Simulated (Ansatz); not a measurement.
Input (CCSDT(Q)/aug-cc-pVTZ; Ansatz, an electronic-structure program):

Ansatz 0.2 input:
```yaml
crystal:
  periodic: [false, false, false]
  atoms:
    - {symbol: C, position_ang: [0.01278651, 0.10878287, 0.77591448]}
    - {symbol: C, position_ang: [-0.01004020, 0.03731449, -0.57342092]}
    - {symbol: H, position_ang: [0.02491044, -0.93690889, 1.17613433]}
    - {symbol: H, position_ang: [-0.02531590, 0.94370798, -1.19774587]}
    - {symbol: H, position_ang: [-0.01607244, -0.88338326, -1.19334978]}
basis:
  gaussian:
    orbitals: aug-cc-pVTZ
total_charge: -1
magnetization: {spin_polarized: false}
correlation: {method: ccsdt_q, electrons: outside_noble_gas}
```

Output:

```
Functional definition: HF
integrals: 0.69 GiB planned
1898 factors; integrals over basis functions are off by at most 1.7e-7 eV
mean field: 0.57 GiB planned
mean field evaluation 1: about -2104.7922 eV, gradient 1.6e1 eV
mean field evaluation 2: about -2104.7935 eV, gradient 1.6e1 eV
mean field evaluation 4: about -2105.8845 eV, gradient 3.1e0 eV
mean field evaluation 8: about -2105.9291 eV, gradient 1.6e-3 eV
mean field evaluation 16: about -2105.9270 eV, gradient 2.3e-1 eV
mean field -2105.92905807 eV, -77.3914654342 hartree, gradient 3.3e-6 eV, S^2 0.000000; 0 other end points of the search recorded, 0 dependent functions left out
2 core orbitals not correlated
reference -2105.92905807 eV, -77.3914654342 hartree; 6, 6 occupied and 153, 153 virtual orbitals, 1898 factors
second order -9.57648225 eV of doubles, -0.00000000 eV of singles
coupled cluster: 7.01 GiB planned
cycle   1  -9.74061457 eV  change   -1.6e-1 eV  update   9.9e-2
cycle   2  -10.28388122 eV  change   -5.4e-1 eV  update   5.1e-2
cycle   3  -10.65019307 eV  change   -3.7e-1 eV  update   2.4e-2
cycle   4  -10.62262704 eV  change    2.8e-2 eV  update   1.1e-2
cycle   5  -10.58254364 eV  change    4.0e-2 eV  update   7.9e-3
cycle   6  -10.58337408 eV  change   -8.3e-4 eV  update   4.7e-3
cycle   7  -10.59627389 eV  change   -1.3e-2 eV  update   2.5e-3
cycle   8  -10.59893524 eV  change   -2.7e-3 eV  update   1.8e-3
cycle   9  -10.59507923 eV  change    3.9e-3 eV  update   9.5e-4
cycle  10  -10.59633729 eV  change   -1.3e-3 eV  update   6.3e-4
cycle  11  -10.59568820 eV  change    6.5e-4 eV  update   3.6e-4
cycle  12  -10.59503871 eV  change    6.5e-4 eV  update   1.7e-4
cycle  13  -10.59495036 eV  change    8.8e-5 eV  update   9.9e-5
cycle  14  -10.59493424 eV  change    1.6e-5 eV  update   5.4e-5
cycle  15  -10.59489781 eV  change    3.6e-5 eV  update   3.0e-5
cycle  16  -10.59487839 eV  change    1.9e-5 eV  update   1.9e-5
cycle  17  -10.59487899 eV  change   -6.0e-7 eV  update   1.3e-5
cycle  18  -10.59488399 eV  change   -5.0e-6 eV  update   8.0e-6
cycle  19  -10.59487896 eV  change    5.0e-6 eV  update   4.5e-6
cycle  20  -10.59487746 eV  change    1.5e-6 eV  update   3.0e-6
cycle  21  -10.59487825 eV  change   -7.9e-7 eV  update   1.9e-6
cycle  22  -10.59487722 eV  change    1.0e-6 eV  update   1.4e-6
perturbative correction -0.03207496 eV, -0.0011787330 hartree
Total energy: -2116.55601025 eV, -77.7819987234 hartree
```
